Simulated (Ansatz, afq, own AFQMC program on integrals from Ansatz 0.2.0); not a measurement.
SiNH₃F, doublet in def2-SVP, levels against CCSDT(Q)

```yaml
atoms:
  - { symbol: Si, position_ang: [0.3623, 1.7078, 1.4984] }
  - { symbol: N, position_ang: [-0.6960, 2.5968, 0.4805] }
  - { symbol: F, position_ang: [1.6522, 2.6241, 1.9110] }
  - { symbol: H, position_ang: [-0.4290, 1.4025, 2.7367] }
  - { symbol: H, position_ang: [-1.6972, 2.5946, 0.6389] }
  - { symbol: H, position_ang: [-0.4567, 2.8821, -0.4617] }
```

Connectivity, by distances: NH2–SiH–F.

Basis def2-SVP. Noble-gas cores (and the filled d shells of Ga–Kr and In–Xe) are frozen. Integrals, coupled cluster, full CI and functionals: Ansatz 0.2.0; the random walks run on the same integrals in our own AFQMC program. ph-AFQMC/CISD is guided by a CISD state made of CCSD amplitudes; releasing the constraint for a short imaginary time cuts its bias at the price of noise, slowly where states lie close. ± is one standard error of the sampling.

Determinant: UHF, the one that the program's search chose, which needn't be the lowest solution. The geometry is a PBE0/def2-SVP stationary point of this or a neighbouring charge and spin state.

No full CI on the walks' own integrals is used here; CCSDT(Q) serves as the reference and is uncertain by about the last step of the cluster series.

```
T1 diagnostic                               : 0.0146
weight of the determinant in the CISD state : 0.868
⟨S²⟩ of the determinant                     : 0.754
size of the correlated space                : 19 electrons in 54 orbitals
```

Reference: CCSDT(Q), correlation energy -12.854 eV. The released energy is read at 1.50 1/Eh (meV from the phaseless value at times in 1/Eh: -5 ± 6 at 0.24, -8 ± 6 at 0.51, -12 ± 6 at 0.99, -17 ± 9 at 1.50).

```tsv
level	E − E(reference) (kJ/mol)	share of correlation (%)
HF	1240.2	0.00
MP2	91.8	92.60
CCSD	29.0	97.66
CCSD(T)	4.6	99.63
CCSDT	2.6	99.79
ph-AFQMC/CISD	0.5 ± 0.6	99.96
released AFQMC	-1.1 ± 0.9	100.09
```

Released energies are given only where the last usable release times agree within the noise; a slower fall can still hide under it.
